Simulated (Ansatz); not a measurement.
# BH₄NS: functionals against CCSD(T) at one geometry

Aim: energy, forces and dipole at a displaced guess of a reacting structure, from CCSD(T) and from density functionals.

Computed with Ansatz 0.2.0, Gaussian basis. Level: single points in def2-TZVPP.

Correlated methods freeze the cores. B3LYP uses VWN-RPA correlation.

## (1) Starting geometry

7 atoms, charge 0, spin multiplicity 1.

Atoms are counted from 1 here; the program's logs count them from 0.

Bond lengths: B1–S3 1.425 Å, N2–H4 1.290 Å, N2–H6 1.207 Å, N2–H7 0.986 Å. Angles: H4–N2–H6 132.0°, H4–N2–H7 117.0°, H6–N2–H7 104.8°.

Coordinates:

```xyz
7
charge 0, multiplicity 1
B    -0.71840    0.00170   -0.73310
N     0.68700    0.27000    0.52750
S    -0.82830   -1.41560   -0.83900
H     0.63300   -1.00540    0.34390
H    -1.54510    1.21020   -0.84710
H     1.44880    1.11300    0.12050
H     0.37760    0.61030    1.39930
```

## (2) CCSD(T)/def2-TZVPP

run/in.yaml

```yaml
crystal:
  periodic: [false, false, false]
  atoms:
    - {symbol: B, position_ang: [-0.718400, 0.001700, -0.733100]}
    - {symbol: N, position_ang: [0.687000, 0.270000, 0.527500]}
    - {symbol: S, position_ang: [-0.828300, -1.415600, -0.839000]}
    - {symbol: H, position_ang: [0.633000, -1.005400, 0.343900]}
    - {symbol: H, position_ang: [-1.545100, 1.210200, -0.847100]}
    - {symbol: H, position_ang: [1.448800, 1.113000, 0.120500]}
    - {symbol: H, position_ang: [0.377600, 0.610300, 1.399300]}
basis:
  gaussian: {orbitals: def2-TZVPP}
correlation: {method: ccsd_t}
output: {forces: true}
```

The command line of these runs was not kept.

## (3) PBE0-D4/def2-TZVPP

Edit run/in.yaml of step 2 so:

```diff
@@ -12,3 +12,3 @@
   gaussian: {orbitals: def2-TZVPP}
-correlation: {method: ccsd_t}
-output: {forces: true}
+hamiltonian: {xc: pbe0, dispersion: d4}
+output: {forces: true, orbitals: {seedname: orbitals}}
```

## (4) wB97M-V/def2-TZVPP

Edit run/in.yaml of step 3 so:

```diff
@@ -12,3 +12,3 @@
   gaussian: {orbitals: def2-TZVPP}
-hamiltonian: {xc: pbe0, dispersion: d4}
-output: {forces: true, orbitals: {seedname: orbitals}}
+hamiltonian: {xc: {name: wB97M-V}}
+output: {forces: true}
```

## (5) r2SCAN-D4/def2-TZVPP

Edit run/in.yaml of step 4 so:

```diff
@@ -12,3 +12,3 @@
   gaussian: {orbitals: def2-TZVPP}
-hamiltonian: {xc: {name: wB97M-V}}
+hamiltonian: {xc: r2scan, dispersion: d4}
 output: {forces: true}
```

## (6) PBE-D4/def2-TZVPP

Edit run/in.yaml of step 5 so:

```diff
@@ -12,3 +12,3 @@
   gaussian: {orbitals: def2-TZVPP}
-hamiltonian: {xc: r2scan, dispersion: d4}
+hamiltonian: {xc: pbe, dispersion: d4}
 output: {forces: true}
```

## (7) B97M-V/def2-TZVPP

Edit run/in.yaml of step 6 so:

```diff
@@ -12,3 +12,3 @@
   gaussian: {orbitals: def2-TZVPP}
-hamiltonian: {xc: pbe, dispersion: d4}
+hamiltonian: {xc: {name: B97M-V}}
 output: {forces: true}
```

## (8) B3LYP-D4/def2-TZVPP

Edit run/in.yaml of step 7 so:

```diff
@@ -12,3 +12,3 @@
   gaussian: {orbitals: def2-TZVPP}
-hamiltonian: {xc: {name: B97M-V}}
+hamiltonian: {xc: {name: B3LYP}, dispersion: d4}
 output: {forces: true}
```

(Steps that only read results are left out.)

What does the calculation give? Wanted: energy less free atoms, CCSD(T)/def2-TZVPP; RMS force component; RMS force error; HOMO and LUMO, PBE0-D4; T1 diagnostic.

The runs gave:

| quantity | value |
| --- | --- |
| energy less free atoms, CCSD(T)/def2-TZVPP | -1830.1 kJ/mol |
| RMS force component | 5.797 to 6.033 eV/Å over the methods |
| RMS force error | PBE0-D4 0.196, wB97M-V 0.221, r2SCAN-D4 0.179, PBE-D4 0.250, B97M-V 0.239, B3LYP-D4 0.245 eV/Å |
| HOMO and LUMO, PBE0-D4 | -6.96 and -0.42 eV |
| T1 diagnostic | 0.013 |

**Reading.** Against CCSD(T) the functionals' energies less atoms differ by -174.1 to -97.1 kJ/mol, PBE-D4 by -174.1 kJ/mol. A larger basis would deepen the CCSD(T) value, while the functionals are nearly converged already, so the order here is not reliable. For forces r2SCAN-D4 does best and PBE-D4 worst. Frozen-core CCSD(T) forces in triple zeta carry basis errors of their own, and this is one geometry, so small gaps rank nothing.
